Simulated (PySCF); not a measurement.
C4H10S: core ionisation energies

Species: methyl propyl sulfide, C₄H₁₀S.
Z-matrix (Å and degrees, GFN2-xTB geometry), rows numbered from 1:
```
C 
C   1  1.5241
C   2  1.5205  1  111.08
S   3  1.8231  2  113.14  1  -176.52
C   4  1.8154  3  100.47  2   -72.49
H   1  1.0876  2  110.61  3    60.47
H   1  1.0872  2  110.37  3  -179.49
H   1  1.0882  2  110.55  3   -59.52
H   2  1.0918  1  109.93  3  -120.63
H   2  1.0921  1  109.25  3   121.20
H   3  1.0901  2  110.53  1   -59.54
H   3  1.0911  2  111.52  1    61.80
H   5  1.0865  4  109.43  3   -53.95
H   5  1.0860  4  110.19  3    68.14
H   5  1.0849  4  106.48  3  -172.87
```

Level of theory: delta-SCF UKS SCAN, pcX-2 on the ionised atom, pcseg-1 elsewhere, spin-free X2C in PySCF. Binding energies are ΔSCF values: E(core-ionised, relaxed orbitals) − E(ground state) at a fixed geometry, referred to the vacuum level.

Q: Give the core binding energies atom by atom.

A: 
| atom(s) | environment | level | binding energy (eV) | above the level's lowest (eV) | count |
| --- | --- | --- | --- | --- | --- |
| S4 | sulfide sulfur | S 1s | 2476.58 | 0.00 | 1 |
| C5 | S-methyl carbon | C 1s | 291.07 | +0.50 | 1 |
| C3 | sp3 carbon bound to sulfur | C 1s | 290.97 | +0.40 | 1 |
| C2 | chain CH2 carbon | C 1s | 290.58 | +0.01 | 1 |
| C1 | methyl carbon | C 1s | 290.57 | 0.00 | 1 |

Lowest listed C 1s: C1, bonded to C and 3 H. Highest, 0.50 eV above it: C5, bonded to S and 3 H. Summing the Pauling electronegativity differences to the bonded atoms, each weighted by its formal bond order, gives -1.05 for the lowest site and -1.02 for the highest; the largest sum, -0.67, belongs to C3, 0.10 eV below the top. The values 290.57 and 290.58 eV lie too close for their order to be trusted.

Q: Which photon energy gives electrons from C 1s of C5 a kinetic energy of 20 eV, and what is their de Broglie wavelength?

A: hν = 291.07 + 20 = 311.07 eV, recoil neglected; λ = 12.264 Å/√(E/eV) = 2.74 Å.

Not every level is listed. One conformer (not necessarily the lowest) at the GFN2-xTB geometry, without solvent, vibrations or thermal averaging.
